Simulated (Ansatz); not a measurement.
**Several solutions for doublet CHO2**

```yaml
atoms:
  - { symbol: C, position_ang: [0.0000, 0.0000, 0.0000] }
  - { symbol: O, position_ang: [1.0542, 0.0000, 0.6716] }
  - { symbol: O, position_ang: [-1.0542, 0.0000, 0.6716] }
  - { symbol: H, position_ang: [0.0000, 0.0000, -1.1000] }
```

Basis set: def2-SVP (spherical functions). Charge 0, multiplicity 2.

UHF was run from several starts with Ansatz (development build ahead of 0.2.0).

```json
{"run": "A", "program": "Ansatz", "start": "search for the lowest state", "converged": "yes", "energy (hartree)": "-187.97037", "<S²>": "1.01"}
{"run": "B", "program": "Ansatz", "start": "stability test followed", "converged": "yes", "energy (hartree)": "-187.97037", "<S²>": "1.01"}
{"run": "C", "program": "Ansatz", "start": "atomic start, no search", "converged": "yes", "energy (hartree)": "-187.94136", "<S²>": "0.79"}
```

(1) Which runs reached the lowest solution of this kind, and what is wrong with the others?

## Answers

(1) A, B reached the lowest solution found. Converged but too high: C by 0.79 eV. Convergence only shows a stationary point, and even a stable one can lie too high; stability tests and further starts are what find lower ones. Caution: the unrestricted determinant is spin contaminated.
